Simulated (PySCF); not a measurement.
# CH4O3S: the cost of one run

Computed with PySCF 2.14.0, with density-fitted response routines of our own, on a single molecule in the gas phase. Atoms count from 0, in the outputs and in this text.

### 1 The starting structure

9 atoms, charge 0, multiplicity 1; geometry from: MMFF94s. The atoms were then displaced at random by about 0.03 Å, so the start is not that level's minimum.

Bonds of the start (Å): C0–S1 1.72, S1–O2 1.43, S1–O3 1.50, S1–O4 1.63, C0–H5 1.02, C0–H6 1.16, C0–H7 1.13, O4–H8 1.04.

### 2 Geometry optimisation at PBE0-D3(BJ)/def2-SVP

The job: settings as JSON, then the geometry in Å.

```
{"job": {"xc": "PBE0", "basis": "def2-SVP", "d3": "d3bj", "grid": 1, "shake": 0.03, "kind": "geom"}, "charge": 0, "multiplicity": 1}
C     -0.995950    -0.107160    -0.385160
S      0.478830     0.424160     0.323370
O      0.394360     0.188230     1.727770
O      1.039970     1.695820    -0.246440
O      1.391940    -0.766210    -0.322850
H     -1.323380    -1.024980    -0.075200
H     -1.787500     0.671050    -0.057160
H     -0.918030     0.029650    -1.499540
H      1.852500    -1.180020     0.509550
```

Run with:

```bash
OMP_NUM_THREADS=1 python probes_run.py task.json out
```

The driver reads the jobs from task.json and runs them one after another.

**Question.** How long does this first job take on 1 thread of Arm Neoverse V1, shared host, and how much memory does it need?

About 30 s, with a peak of 0.38 GiB.
